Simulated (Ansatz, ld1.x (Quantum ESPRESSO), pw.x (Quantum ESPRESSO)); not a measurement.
## gold (Au): does the TM potential hold in the solid?

```json
{
 "Element": "Au (Z = 79)",
 "Generator": "ld1.x (Quantum ESPRESSO) 7.5",
 "Type": "norm-conserving Troullier–Martins (Kleinman–Bylander form)",
 "Functional": "PBEsol",
 "Relativity": "scalar-relativistic",
 "Frozen core": "[Xe] 4f14",
 "Valence charge": "11",
 "Reference configuration": "5d10 6s1 6p0",
 "Partial waves": "6s (bound): rc 1.75 bohr; 5d (bound): rc 2.00 bohr; 6p (bound, empty): rc 2.45 bohr",
 "Local potential": "the p channel",
 "Core correction": "a·sin(br)/r model core, default radius (core density twice the valence density)"
}
```

Atomic tests: cutoffs needed: 45 Ry and 70 Ry (the cutoffs (Ry, on a coarse ladder) from which the occupation-weighted sum of valence levels, in a spherical-Bessel basis at the reference potential, stays within 10 and 1 mRy of its value at 400 Ry); ghost test: no extra level below or beside the all-electron valence levels (s, d, p, f tested) (spherical-Bessel basis up to 400 Ry, 20 bohr box); largest excitation error: -1661 meV (all-electron minus pseudo) for 5d7 6s0 6p0, out of 7 test configurations.

Crystal test: fcc Au in pw.x 7.5, no spin, 14³ k-points, Fermi–Dirac smearing 0.01 Ry, cutoffs 85/340 Ry. The reference is all-electron LAPW (Ansatz 0.2.0) with the same functional, mesh and smearing; V0 and B0 come from Birch–Murnaghan fits to the pressures at five volumes. Errors are pseudo minus all-electron; Δ is the rms difference of the E(V) curves that follow from these fits, minima aligned, over ±6 % about the mean V0. Mesh and smearing are coarse, so the numbers serve the comparison and aren't converged zero-temperature values; the lattice is a test structure that the element need not adopt.

All-electron: a0 = 4.083 Å (V0 = 17.02 Å³/atom), B0 = 175.2 GPa.

Problem. How far does the potential miss the all-electron equation of state?

Solution. mean pressure error (GPa): +14.93. The pressure does not cross zero within the volumes sampled, so no fit is given. This is a poor potential for the solid.

| V (Å³/atom) | P all-electron (GPa) | P pseudo (GPa) |
| --- | --- | --- |
| 16.240 | 9.36 | 27.97 |
| 16.668 | 3.84 | 20.36 |
| 17.095 | -0.81 | 13.85 |
| 17.522 | -4.72 | 8.36 |
| 17.950 | -8.01 | 3.74 |

Problem. At the middle volume, how do free energy and pressure move when the wave cutoff is lowered (ecutrho kept at four times it)?

Solution.

```
cutoff (Ry)  shift of F (meV/atom)  shift of P (GPa)
         38                 +386.9            -26.95
         51                  +25.9             -0.29
         68                  +13.3             -0.15
```

The run at the middle volume (104 k-points, 6 iterations) took about 24 s on one core of a shared host (Neoverse-V1, 32 threads, 247 GiB, load 13).
